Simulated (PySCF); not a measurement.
Diamond: correlation energy from several methods in one and the same small orbital space (PySCF; 2 atoms at the zone centre, 8 electrons in 58 orbitals, empty ones MP2 natural orbitals of a TZ basis, lattice constant set to 4.10205 Å). Its volume lies 52 % above that of the crystal's usual cell. It tests the methods against each other and lies far from the crystal's limit.

CCSDT(Q) gives -4.5539 eV per atom.

Problem. What share of it do MP2, CCSD, CCSD(T), CCSDT recover?

Solution. MP2 76.3 %; CCSD 93.5 %; CCSD(T) 98.8 %; CCSDT 99.4 %.

```tsv
method	E_corr (eV per atom)	share of CCSDT(Q) (%)	difference (meV)
MP2	-3.4725	76.3	1081
CCSD	-4.2571	93.5	297
CCSD(T)	-4.4990	98.8	55
CCSDT	-4.5275	99.4	26
CCSDT(Q)	-4.5539	100.0	0
```

MP2, (T) and (Q) use filled levels shifted down by the Madelung term, which in so small a cell is a large part of the gap, so these rows hang on it.

CCSDT(Q) is the highest level reached here, not an exact value.
